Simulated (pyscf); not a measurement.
This saddle point was located with ωB97X-D3(BJ)/def2-SVP in PySCF.

```xyz
8

Ge    -1.2453    -0.8360     0.1855
F     -0.8719     1.0864     1.2726
H     -0.8521    -2.1768    -0.5573
H     -2.6814    -0.4631    -0.2425
N     -0.1926     0.4788    -0.8450
H     -0.3701     1.1238     0.1785
H      0.7690     0.2129    -1.0534
H     -0.6307     0.8369    -1.6930
```
Charge 0, spin multiplicity 2.

Surface: doublet, charge 0. Lowest wavenumbers (cm⁻¹): 739i, 276, 367, 387, 567.

Question: What reaction is this the transition state of?

Answer: F–GeH₂• + NH₃ ⇌ H₂N–GeH₂• + HF, a four-centre exchange read from left to right: F–Ge, H–N broken and Ge–N, F–H formed. At ωB97M-D3(BJ)/def2-TZVP it lies +13.8 kcal/mol from the left side and +1.8 kcal/mol from the right (each side as separated species at their lowest minima found). On the reactant side the descent ends in a complex, 5.2 kcal/mol under the separated species and 18.0 kcal/mol under the saddle at ωB97X-D3(BJ)/def2-TZVP. On the product side the descent ends in a bound adduct, 8.2 kcal/mol under the separated species and 9.9 kcal/mol under the saddle at ωB97X-D3(BJ)/def2-TZVP. This is the saddle that the search found; another between the same sides may lie lower. Elements up to Kr have no core potential and no relativistic terms here.
